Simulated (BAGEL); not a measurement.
**[BH2F2]− (SMILES F[BH2-]F): RI-MP2/cc-pVTZ (density fitting with qzvpp-jkfit)**

Aim: the energy change on altering one bond length of [BH2F2]− at RI-MP2/cc-pVTZ (density fitting with qzvpp-jkfit), from 2 runs. 

The calculation is run with BAGEL 1.2.2.

## 1. The molecule

[BH2F2]− has 5 atoms, charge -1, and is taken as a singlet. As SMILES, `F[BH2-]F`. The shape is that of a GFN2-xTB optimisation.

Bond lengths: F1–B2 1.425 Å, B2–F3 1.425 Å, B2–H4 1.225 Å, B2–H5 1.225 Å. Angles: F1–B2–F3 107.4°, F1–B2–H4 109.0°, F1–B2–H5 109.1°, F3–B2–H4 109.0°, F3–B2–H5 109.1°, H4–B2–H5 113.0°.

## 2. The energy at RI-MP2/cc-pVTZ (density fitting with qzvpp-jkfit)

The input, mp2.json:

```json
{ "bagel" : [

{
  "title" : "molecule",
  "basis" : "cc-pvtz.json",
  "df_basis" : "qzvpp-jkfit",
  "angstrom" : true,
  "geometry" : [
    { "atom" : "F", "xyz" : [   -1.176970,    0.624500,    0.383180 ] },
    { "atom" : "B", "xyz" : [    0.033530,    0.014270,   -0.056090 ] },
    { "atom" : "F", "xyz" : [    0.407580,   -0.947330,    0.926670 ] },
    { "atom" : "H", "xyz" : [   -0.171950,   -0.560090,   -1.118950 ] },
    { "atom" : "H", "xyz" : [    0.907810,    0.868650,   -0.134810 ] }
  ]
},
{
  "title" : "hf",
  "charge" : -1
},
{
  "title" : "mp2",
  "charge" : -1,
  "ncore" : 3
}

]}
```

The basis set cc-pVTZ is read from a file made from the Basis Set Exchange's data (not shown).

The run is started by

```bash
$ BAGEL_NUM_THREADS=1 BAGEL mp2.json > mp2.out
```

The log of the run:

```text
* using 1 threads per process

  ===============================================================
  ===============================================================

  *** Geometry ***

  { "atom" : "F", "xyz" : [     -2.224151,      1.180134,      0.724105 ] },
  { "atom" : "B", "xyz" : [      0.063363,      0.026966,     -0.105995 ] },
  { "atom" : "F", "xyz" : [      0.770215,     -1.790194,      1.751153 ] },
  { "atom" : "H", "xyz" : [     -0.324938,     -1.058417,     -2.114509 ] },
  { "atom" : "H", "xyz" : [      1.715512,      1.641511,     -0.254754 ] },

  Number of auxiliary basis functions:      265

  Since a DF basis is specified, we compute 2- and 3-index integrals:
    o Being stored without compression. Storage requirement is 0.030 GB

  Number of basis functions:      118
  Number of electrons      :       25

    * METHOD: MOLECULE                             0.13

  *** RHF ***

  === Nuclear Repulsion ===
    65.4733470900

      * DIIS with orbital gradients will be used.

  === RHF iteration (cc-pvtz.json) ===
      0       -224.63265102          0.02038384           0.03
      1       -224.81293427          0.01366314           0.03
      2       -224.92291872          0.00133129           0.03
      3       -224.92392981          0.00028352           0.04
      4       -224.92396452          0.00005415           0.03
      5       -224.92396752          0.00001340           0.03
      6       -224.92396775          0.00000219           0.03
      7       -224.92396776          0.00000048           0.04
      8       -224.92396776          0.00000010           0.04
      9       -224.92396776          0.00000002           0.04
     10       -224.92396776          0.00000001           0.05
    * SCF iteration converged.

    * Permanent dipole moment:
           (    0.202696,     0.084314,    -0.348269) a.u.

    * METHOD: HF                                   0.51

  *** RHF ***

  === Nuclear Repulsion ===
    65.4733470900

      * DIIS with orbital gradients will be used.

  === RHF iteration (cc-pvtz.json) ===
      0       -224.92396776          0.00000000           0.04
    * SCF iteration converged.

    * Permanent dipole moment:
           (    0.202696,     0.084314,    -0.348269) a.u.

  === DF-MP2 calculation ===

    * freezing 3 orbitals
    * 3-index integral transformation done
    * assembly done

      MP2 correlation energy:   -0.6423350099      0.04

      MP2 total energy:       -225.5663027679

    * METHOD: MP2                                  0.14

  ===============================================================
```

Wall time 1.7 s (1 thread of Intel Xeon Platinum 8375C at 2.90GHz (Ice Lake), shared host); peak memory 0.089 GiB.

## 3. The distorted shape, same level

The input, job.json:

```json
{ "bagel": [

{
  "title": "molecule",
  "basis": "cc-pvtz.json",
  "df_basis": "qzvpp-jkfit",
  "angstrom": true,
  "geometry": [
    { "atom": "F", "xyz": [   -0.930401,    1.313713,    1.658578 ] },
    { "atom": "B", "xyz": [    0.280099,    0.703483,    1.219308 ] },
    { "atom": "F", "xyz": [    0.654149,   -0.258117,    2.202068 ] },
    { "atom": "H", "xyz": [   -0.171950,   -0.560090,   -1.118950 ] },
    { "atom": "H", "xyz": [    1.154379,    1.557863,    1.140588 ] }
  ]
},
{
  "title": "hf",
  "charge": -1
},
{
  "title": "mp2",
  "charge": -1,
  "ncore": 3
}

]}
```

The basis set cc-pVTZ is read from a file made from the Basis Set Exchange's data (not shown).

The run is started by

```bash
$ BAGEL_NUM_THREADS=1 BAGEL job.json > job.out
```

The log of the run:

```text
* using 1 threads per process

  ===============================================================
  ===============================================================

  *** Geometry ***

  { "atom" : "F", "xyz" : [     -1.758203,      2.482558,      3.134258 ] },
  { "atom" : "B", "xyz" : [      0.529310,      1.329390,      2.304158 ] },
  { "atom" : "F", "xyz" : [      1.236162,     -0.487770,      4.161305 ] },
  { "atom" : "H", "xyz" : [     -0.324938,     -1.058417,     -2.114509 ] },
  { "atom" : "H", "xyz" : [      2.181460,      2.943934,      2.155399 ] },

  Number of auxiliary basis functions:      265

  Since a DF basis is specified, we compute 2- and 3-index integrals:
    o Being stored without compression. Storage requirement is 0.030 GB

  Number of basis functions:      118
  Number of electrons      :       25

    * METHOD: MOLECULE                             0.16

  *** RHF ***

  === Nuclear Repulsion ===
    62.5587460324

      * DIIS with orbital gradients will be used.

  === RHF iteration (cc-pvtz.json) ===
      0       -224.51476958          0.02048928           0.05
      1       -224.68672859          0.01494241           0.05
      2       -224.81233746          0.00144093           0.05
      3       -224.81416696          0.00029655           0.04
      4       -224.81425873          0.00009947           0.04
      5       -224.81427241          0.00002329           0.04
      6       -224.81427324          0.00000557           0.04
      7       -224.81427328          0.00000144           0.04
      8       -224.81427328          0.00000040           0.05
      9       -224.81427328          0.00000014           0.05
     10       -224.81427328          0.00000004           0.04
     11       -224.81427328          0.00000001           0.04
     12       -224.81427328          0.00000001           0.05
    * SCF iteration converged.

    * Permanent dipole moment:
           (   -0.315350,    -1.296047,    -2.831647) a.u.

    * METHOD: HF                                   0.72

  *** RHF ***

  === Nuclear Repulsion ===
    62.5587460324

      * DIIS with orbital gradients will be used.

  === RHF iteration (cc-pvtz.json) ===
      0       -224.81427328          0.00000000           0.05
    * SCF iteration converged.

    * Permanent dipole moment:
           (   -0.315350,    -1.296047,    -2.831647) a.u.

  === DF-MP2 calculation ===

    * freezing 3 orbitals
    * 3-index integral transformation done
    * assembly done

      MP2 correlation energy:   -0.6389135743      0.06

      MP2 total energy:       -225.4531868577

    * METHOD: MP2                                  0.18

  ===============================================================
```

It took 2.2 s on 1 thread of Intel Xeon Platinum 8375C at 2.90GHz (Ice Lake), shared host; peak memory 0.089 GiB.

## 4. Results

Level: RI-MP2/cc-pVTZ (density fitting with qzvpp-jkfit), 3 core orbitals frozen.

```
                                                         quantity          value
                                        first shape: total energy  -225.56630 Eh
         first shape: correlation energy (3 core orbitals frozen)     -642.3 mEh
                                    distorted shape: total energy  -225.45319 Eh
     distorted shape: correlation energy (3 core orbitals frozen)     -638.9 mEh
energy change with the B2–H4 bond stretched from 1.225 to 2.696 Å       3.078 eV
```

With the B2–H4 bond stretched from 1.225 to 2.696 Å the energy rises by 3.08 eV (71 kcal/mol). The first shape isn't relaxed at this level, so the change isn't measured from a minimum.
